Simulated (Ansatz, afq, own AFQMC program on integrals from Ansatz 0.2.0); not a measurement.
# HO⁻, triplet: a scan with AFQMC

```xyz
2

O     0.0000    0.0000    0.0000
H     0.0000    0.0000    1.0060
```

The O1–H2 distance is changed with both sides rigid. Energies in eV count from this geometry (1.006 Å) at the same level; the start stands on UHF, each point on the determinant named.

Basis aug-cc-pVDZ. Noble-gas cores (and the filled d shells of Ga–Kr and In–Xe) are frozen. Integrals, coupled cluster, full CI and functionals: Ansatz 0.2.0; the random walks run on the same integrals in our own AFQMC program. The CISD trial takes its coefficients from CCSD amplitudes. Released means that phaseless walkers are propagated on without the constraint, phases kept. Error bars are statistical, one sigma.

Cautions, each for one point or more: an unrestricted solution with more broken spin lies lower; higher spins were not checked; lower spins were not checked; strong correlation; unrestricted determinant slightly spin contaminated.

```csv
r(O1–H2) / Å,det.,T1,weight,⟨S²⟩,B2PLYP,B3LYP,CCSD(T)
0.789,UHF,0.014,0.95,2.00,1.458,1.489,1.488
1.200,UHF,0.022,0.93,2.02,0.467,0.418,0.478
1.608,ROHF,0.038,0.90,pure,1.346,1.232,1.408
2.253,UHF¶,0.104,0.77,2.09,1.731,1.584,1.844
3.373,UHF,0.052,0.89,2.02,2.064,1.833,2.218
```

Estimate the curve of CCSDT(Q), counted from the same start.


| r(O1–H2) / Å | det. | T1 | weight | ⟨S²⟩ | CCSDT(Q) | ph-AFQMC/CISD | released AFQMC |
| --- | --- | --- | --- | --- | --- | --- | --- |
| 0.789 | UHF | 0.014 | 0.95 | 2.00 | 1.494 | 1.489 ± 0.012 | 1.492 ± 0.015 |
| 1.200 | UHF | 0.022 | 0.93 | 2.02 | 0.469 | 0.466 ± 0.013 | 0.463 ± 0.017 |
| 1.608 | ROHF | 0.038 | 0.90 | pure | 1.394 | 1.426 ± 0.014 | 1.383 ± 0.020* |
| 2.253 | UHF¶ | 0.104 | 0.77 | 2.09 | 1.799 | 1.879 ± 0.017 | 1.858 ± 0.028* |
| 3.373 | UHF | 0.052 | 0.89 | 2.02 | 2.174 | 2.216 ± 0.019 | – |

Weight is that of the determinant in the CISD state; at the start T1 is 0.017 and the weight 0.94, and ⟨S²⟩ is 2.01. ¶ marks points with a poor determinant and no full CI, where no value is sure; they don't count among the departures. An asterisk marks released energies that aren't shown to be converged. A dash marks a missing value, a released energy that hasn't settled or a functional that sits on another state. Largest departures from CCSDT(Q), at the points where its series has closed: CCSD(T) 0.043 eV at 3.373 (on UHF), ph-AFQMC/CISD 0.042 eV at 3.373 (on UHF), released AFQMC -0.006 eV at 1.200 (on UHF) (within the noise), B2PLYP -0.110 eV at 3.373, B3LYP -0.342 eV at 3.373. Functionals count only at points shown to share the start's state and spin. In this small basis the wave-function levels are far from their limit, so their gap to the functionals isn't the functionals' error.

CCSDT and higher add their correlation energy to the determinant of the CCSD(T) run, since their own runs factorise the integrals more tightly (a shift of under 2 meV). A walk keeps the symmetry of its determinant, which the program's search chose and which needn't be the lowest solution, so a lower state of the same spin and another symmetry isn't excluded.
